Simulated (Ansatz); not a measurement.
# O2F (SMILES [O]OF): levels of theory compared

Wanted: a comparison of 6 runs (U-revPBE/STO-3G, UHSE06/STO-3G, USVWN5/STO-3G, RPA@PBE/STO-3G, UMP2/STO-3G, UCCSD/STO-3G) of O2F. 

The results are computed with Ansatz 0.2.0.

38 further runs of the same task are left out: 11 that didn't finish, 27 set aside as unsound or not needed.

**1. Starting point**

O2F: 3 atoms, total charge 0, spin state doublet. As SMILES, `[O]OF`. The O2–O1 distance was set to 1.772 Å, away from the relaxed value.

A long bond or contact: O2–F3 1.573 Å.

**2. The energy at U-revPBE/STO-3G (run 1)**

Input file in.yaml:

```yaml
crystal:
  periodic: [false, false, false]
  atoms:
    - {symbol: O, position_ang: [1.333461, -0.692091, 0.659393]}
    - {symbol: O, position_ang: [0.133270, 0.497870, 0.127930]}
    - {symbol: F, position_ang: [-1.066650, -0.202430, -0.610160]}
basis:
  gaussian:
    orbitals: STO-3G
magnetization:
  spin_polarized: true
  initial_magnetization: 1
hamiltonian:
  xc: {name: revPBE}
accuracy: high
```

Command:

```bash
ansatz run in.yaml --threads 1 --pin off --max-ram 3480MiB --events-out events.jsonl --progress --plain --runs-dir runs
```

Log:

```text
Warning: RAYON_NUM_THREADS=1 ignored (pool sized by the plan → 1); use --threads N
Functional definition: revPBE
  name "revPBE"
  parameter kappa = 1.245
  parameter beta = 0.06672455060314922
  exchange = pbe_x(kappa = kappa, mu = beta*pi^2/3)
  correlation = pbe_c(beta = beta)
249 factors; integrals over basis functions are off by at most 4.9e-8 eV
mean field evaluation 1: about -6698.9837 eV, gradient 3.3e1 eV
mean field evaluation 2: about -6590.6631 eV, gradient 4.3e1 eV
mean field evaluation 4: about -6657.0222 eV, gradient 3.2e1 eV
mean field evaluation 8: about -6707.3978 eV, gradient 4.4e-3 eV
mean field evaluation 16: about -6706.6143 eV, gradient 5.0e0 eV
mean field evaluation 32: about -6705.4970 eV, gradient 3.1e0 eV
mean field evaluation 64: about -6706.4720 eV, gradient 2.3e0 eV
mean field evaluation 96: about -6706.7318 eV, gradient 1.2e0 eV
mean field -6707.33277152 eV, -246.4899329599 hartree, gradient 2.0e-8 eV, S^2 0.785017; 14 other end points of the search recorded, 0 dependent functions left out
reference -6707.33277234 eV, -246.4899329901 hartree; 13, 12 occupied and 2, 3 virtual orbitals, 249 factors
Total energy: -6707.33277234 eV, -246.4899329901 hartree
```

Wall time 4.5 s (1 thread of Arm Neoverse V1, shared host); peak memory 0.1 GiB.

**3. A single-point energy at UHSE06/STO-3G (run 2)**

Input file run.yaml:

```yaml
crystal:
  periodic: [false, false, false]
  atoms:
    - {symbol: O, position_ang: [1.333461, -0.692091, 0.659393]}
    - {symbol: O, position_ang: [0.133270, 0.497870, 0.127930]}
    - {symbol: F, position_ang: [-1.066650, -0.202430, -0.610160]}
basis:
  gaussian:
    orbitals: STO-3G
magnetization:
  spin_polarized: true
  initial_magnetization: 1
accuracy: high
hamiltonian:
  xc: {name: HSE06}
```

Command:

```bash
ansatz run run.yaml --threads 1 --pin off --max-ram 3480MiB --events-out events.jsonl --progress --plain --runs-dir runs
```

Log:

```text
Warning: RAYON_NUM_THREADS=1 ignored (pool sized by the plan → 1); use --threads N
Functional definition: HSE06
  name "HSE06"
  parameter a = 0.25
  parameter omega = 0.11/bohr
  exchange = pbe_x - a*pbe_x_sr(omega) + a*exact_x_sr(omega)
  correlation = pbe_c
249 factors; integrals over basis functions are off by at most 4.9e-8 eV
42 factors; integrals over basis functions are off by at most 2.6e-10 eV
mean field evaluation 1: about -6694.1093 eV, gradient 3.3e1 eV
mean field evaluation 2: about -6591.5120 eV, gradient 5.0e1 eV
mean field evaluation 4: about -6656.5955 eV, gradient 4.2e1 eV
mean field evaluation 8: about -6701.8816 eV, gradient 4.7e-1 eV
mean field evaluation 16: about -6701.8789 eV, gradient 4.2e-7 eV
mean field evaluation 32: about -6701.6538 eV, gradient 1.3e0 eV
mean field -6701.87891620 eV, -246.2895074736 hartree, gradient 2.4e-8 eV, S^2 1.032550; 5 other end points of the search recorded, 0 dependent functions left out
reference -6701.87891686 eV, -246.2895074980 hartree; 13, 12 occupied and 2, 3 virtual orbitals, 249 factors
Total energy: -6701.87891686 eV, -246.2895074980 hartree
```

Wall time 2.3 s (1 thread of Arm Neoverse V1, shared host); peak memory 0.11 GiB.

Runs 3 to 5 aren't shown in full; the table further down has their settings and results.

**4. The energy at UCCSD/STO-3G (run 6)**

Input file molecule.yaml:

```yaml
crystal:
  periodic: [false, false, false]
  atoms:
    - symbol: O
      position_ang: [1.333461, -0.692091, 0.659393]
    - symbol: O
      position_ang: [0.133270, 0.497870, 0.127930]
    - symbol: F
      position_ang: [-1.066650, -0.202430, -0.610160]
basis:
  gaussian:
    orbitals: STO-3G
magnetization:
  spin_polarized: true
  initial_magnetization: 1
correlation:
  method: ccsd
  frozen_orbitals: {F: 1, O: 1}
accuracy: high
scf:
  omitted_lower_state_checks: [cluster_reference, increment]
```

Command:

```bash
ansatz run molecule.yaml --threads 1 --pin off --max-ram 3480MiB --events-out events.jsonl --progress --plain --runs-dir runs
```

Log:

```text
Warning: RAYON_NUM_THREADS=1 ignored (pool sized by the plan → 1); use --threads N
[... 20 lines left out ...]
3 core orbitals not correlated: weight in the atoms' cores, before any rotation towards them, 1.000 or more for the frozen orbitals, at most 0.000 for the correlated occupied ones
[... 61 lines left out ...]
Total energy: -6685.22183526 eV, -245.6773710397 hartree
Checks for a lower state left out: cluster_reference, increment
```

It took 0.93 s on 1 thread of Arm Neoverse V1, shared host.

**5. Overview of the runs**

```tsv
run	level	frozen core orbitals	energy (Eh)	⟨S²⟩	wall time
1	U-revPBE/STO-3G	–	-246.489933	0.785	4.5 s
2	UHSE06/STO-3G	–	-246.289507	1.033	2.3 s
3	USVWN5/STO-3G	–	-244.777149	0.783	2.4 s
4	RPA@PBE/STO-3G	3	-245.747865	0.783	7.2 s
5	UMP2/STO-3G	3	-245.605595	2.133	0.69 s
6	UCCSD/STO-3G	3	-245.677371	2.133	0.93 s
```

**6. What came out**

```
                                          quantity          value
                               run 6: total energy  -245.67737 Eh
run 6: correlation energy (3 core orbitals frozen)      -87.3 mEh
          run 6: ⟨S²⟩ of the reference determinant          2.133
                              run 6: T1 diagnostic          0.076
```

**Reading.** Totals of different functionals can't be ranked against each other. In runs 1, 2, 3, 4, 5, 6 the basis is minimal, so the values are rough. Spin contamination of the reference: run 5 ⟨S²⟩ = 2.13, run 6 ⟨S²⟩ = 2.13, run 2 ⟨S²⟩ = 1.03. Where it is this large, the reference is a mixture of spin states, and values that rest on it are in doubt. All runs together took 18 s, the longest 7.2 s.
